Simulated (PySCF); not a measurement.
# HBAl⁺, singlet: the ladder up to full CI

Geometry: that of the HBAl, doublet, kept fixed.

```
atom   x (Å)    y (Å)    z (Å)
   B  0.0000  -0.0920   0.3143
  Al  0.0000  -0.0334  -1.8050
   H  0.0000   0.1253   1.4907
```

Basis 6-31G; PySCF 2.14.0. Only valence electrons are correlated (noble-gas cores frozen), which leaves 6 electrons in 18 orbitals. R marks a restricted (for open shells ROHF) determinant, U an unrestricted one.

Full CI is exact within this basis and frozen core; it isn't the basis-set limit. The frozen core follows each run's orbitals, which can shift R against U totals by a few meV.

```
UHF ⟨S²⟩                          : 0.732
T1 diagnostic (ROHF- or RHF-based CCSD)             : 0.0307
largest doubles amplitude (ROHF- or RHF-based CCSD) : 0.121
```

```tsv
level	E − E(RHF) (eV)
RMP2	-1.5694
RCCSD	-2.4680
RCCSD(T)	-2.5043
```

(1) Estimate how far full CI in 6-31G lies from RCCSD(T). The table doesn't fix it; the size of (T) and the diagnostics are the guide.

(1) Full CI in 6-31G lies 19 meV below RCCSD(T), which is 52 % of the (T) step (-36 meV). T1 is raised, a doubles amplitude is large, RHF is unstable towards spin polarisation, and the rest is a large part of (T).

The other levels:

```json
{"level": "RCCSDT", "E − E(full CI) (meV)": "5", "share of correlation (%)": "99.80", "wall time": "–"}
{"level": "RCCSDT(Q)", "E − E(full CI) (meV)": "2", "share of correlation (%)": "99.93", "wall time": "1.1 s"}
```

The correlation energy at full CI, counted from RHF, is -2.523 eV. Full CI, over all symmetries tried, took 2.5 min on 1 thread of Arm Neoverse V1, shared host; the state has 336,128 determinants.

Run but not shown, since their state, orbitals or frozen core can't be matched to the reference's or they repeat it: UHF, UMP2, UCCSD, UCCSD(T), UCCSDT.

Times are those of the correlated step on a shared host, with one SCF added for the restricted CCSD run; they ran on 1 thread of Arm Neoverse V1.

The full-CI state has the irrep A' of Cs, in the program's axes.

Natural occupations of full CI about the gap: 1.971 1.933 1.817 0.087 0.074 0.037 0.029 0.021 0.018 0.004; effectively unpaired electrons, Σ n²(2−n)², 0.19.
